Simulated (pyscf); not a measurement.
•HN–NH–SiH₃ → •N=NH + silane (SiH₄), a 1,1-elimination (doublet surface; H–N, N–Si broken, H–Si formed). Structures and frequencies: ωB97X-D3(BJ)/def2-SVP in PySCF. Correlated levels are frozen-core, on RHF or UHF. ΔMP2 is the change of the MP2 total energy from the triple- to the quadruple-zeta basis. Energies in kcal/mol from the reactant's lowest minimum found.

AM1 to PM7: differences of heats of formation from MOPAC, which are fitted to 298 K values and so differ in kind from electronic energies by zero-point and thermal terms. Open shells are spin-unrestricted. 

Question: In single points PM6 puts the saddle at 58.7 kcal/mol and the reaction energy at +33.9 kcal/mol. Should these be trusted to within a few kcal/mol? Compare with CCSD(T)/def2-TZVPP + ΔMP2(QZVPP).

Answer: CCSD(T)/def2-TZVPP + ΔMP2(QZVPP) gives ΔE‡ = 67.9 kcal/mol and ΔE = +19.7 kcal/mol. PM6 lies 9.2 kcal/mol under it in the barrier and 14.2 kcal/mol over it in the reaction energy, so on this step it does not hold to within 3.0 kcal/mol. CCSD(T)/def2-TZVPP + ΔMP2(QZVPP) has limits of its own. From the product side, N≡N + H• + SiH₄ lies, by one bond made or cut, 49.6 kcal/mol under this saddle at ωB97M-D3(BJ)/def2-TZVP. The same reactants have a lower exit, to H₂N–NH–SiH₂• (barrier +45.9 kcal/mol at ωB97M-D3(BJ)/def2-TZVP, against +67.6 kcal/mol here). •HN–NH–SiH₃ lies 46.1 kcal/mol over its isomer H₂N–SiH•–NH₂ (electronic energy, ωB97M-D3(BJ)/def2-TZVP). One saddle was located; it need not be the lowest between these sides. The CCSD(T) − MP2 part came from Ansatz, without density fitting, on the same reference. A UHF reference is spin-contaminated (<S²> up to 0.93), which harms MP2 most.
